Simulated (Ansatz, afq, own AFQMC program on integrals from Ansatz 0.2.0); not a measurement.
# Al₂H (doublet): quantum Monte Carlo beside coupled cluster at distance Al1–Al2 = 8.947 Å, 6-31G

An exercise on one series of results from a longer session: the logs are not shown, and one member is left open.

Computed with Ansatz 0.2.0, Gaussian basis, and an in-house AFQMC program (afq) on its integrals; all values are calculated. Level: 6-31G, frozen cores.

To be run: Full CI; PBE (unrestricted); CCSD(T) on ROHF; Full CI; Full CI (quartet); r2SCAN (unrestricted); PBE0 (unrestricted); CCSDT(Q) on ROHF; B3LYP (unrestricted); CCSDTQ on ROHF; wB97M-V (unrestricted); B2PLYP (unrestricted); Phaseless AFQMC, CISD trial on ROHF; Phaseless AFQMC, CISD trial on ROHF; CCSD(T) on UHF; Full CI; CCSDT(Q) on UHF; CCSDTQ on UHF; Phaseless AFQMC, CISD trial on UHF; Phaseless AFQMC, CISD trial on UHF.

5 further runs of the same task are left out: 5 that didn't finish.

### What is computed

The geometry derives from a PBE0/def2-TZVP stationary point (not a proven minimum). One bond is set to the value named and the two fragments are kept rigid.

3 atoms, charge 0, spin multiplicity 2.

Atoms are counted from 1 here; the program's logs count them from 0.

Bond lengths: Al1–H3 1.619 Å.

The first run:

The input, in.yaml:

```yaml
crystal:
  periodic: [false, false, false]
  atoms:
    - {symbol: Al, position_ang: [0.000000, 0.000000, 2.442590]}
    - {symbol: Al, position_ang: [0.000000, 0.000000, -6.504410]}
    - {symbol: H, position_ang: [0.000000, 0.000000, 4.061820]}
basis:
  gaussian: {orbitals: 6-31G}
magnetization: {spin_polarized: false, initial_magnetization: 1}
correlation: {method: fci, electrons: outside_noble_gas}
```

On the command line:

```sh
$ ansatz run in.yaml --threads 1 --pin off --events-out ev --progress --plain --max-ram 16896MiB --backend cuda --devices 0, --max-vram 18GiB
```

Among the steps run: Full CI; PBE (unrestricted); CCSD(T) on ROHF; Full CI (quartet); r2SCAN (unrestricted); PBE0 (unrestricted); CCSDT(Q) on ROHF; B3LYP (unrestricted); CCSDTQ on ROHF; wB97M-V (unrestricted); B2PLYP (unrestricted); Phaseless AFQMC, CISD trial on ROHF; Phaseless AFQMC, CISD trial on ROHF (settings varied); CCSD(T) on UHF; CCSDT(Q) on UHF; CCSDTQ on UHF; Phaseless AFQMC, CISD trial on UHF; Phaseless AFQMC, CISD trial on UHF (settings varied).

One of the session's tables, all rows but one given; the rest of the session is left out.

It belongs to the step «AFQMC on the ladder». On the ROHF determinant, counted from full CI (exact for this spin and basis):

| level | from full CI (kJ/mol) |
| --- | --- |
| HF | +198.2 |
| MP2 | +77.9 |
| CCSD | ? |
| CCSD(T) | +0.6 |
| CCSDT(Q) | 0.0 |
| CCSDTQ | 0.0 |
| full CI | 0.0 |
| Phaseless AFQMC, CISD trial, step 0.005, 4000 walkers | +0.4 |

**Question.** Estimate the row for CCSD.

As computed: from full CI (kJ/mol): +1.6. In the column «from full CI (kJ/mol)» it lies between CCSD(T) (+0.6) and MP2 (+77.9).
